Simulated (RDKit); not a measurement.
RDKit input (UFF):

```python
from rdkit import Chem
from rdkit.Chem import AllChem, rdDetermineBonds

mol = Chem.MolFromXYZFile('mol.xyz')
rdDetermineBonds.DetermineBonds(mol, charge=0)
print('SMILES', Chem.MolToSmiles(Chem.RemoveHs(mol)))
ff = AllChem.UFFGetMoleculeForceField(mol)
e0 = ff.CalcEnergy()
flag = ff.Minimize(maxIts=5000, forceTol=1e-5)
print(f'energy {e0:.4f} -> {ff.CalcEnergy():.4f} kcal/mol, converged: {flag == 0}')
print(Chem.MolToXYZBlock(mol))
```
mol.xyz:
```
3

N     -0.00000000    -0.00000000    -1.19434265
N     -0.00000000    -0.00000000    -0.07337328
O      0.00000000     0.00000000     1.10925144
```

Output:

```
SMILES N#[N+][O-]
energy 18.2158 -> 0.0000 kcal/mol, converged: True
3

N      0.000000    0.000000   -1.243281
N      0.000000    0.000000   -0.123273
O      0.000000    0.000000    1.208089
```

The geometry given is a B3LYP-D3(BJ)/def2-TZVP minimum.
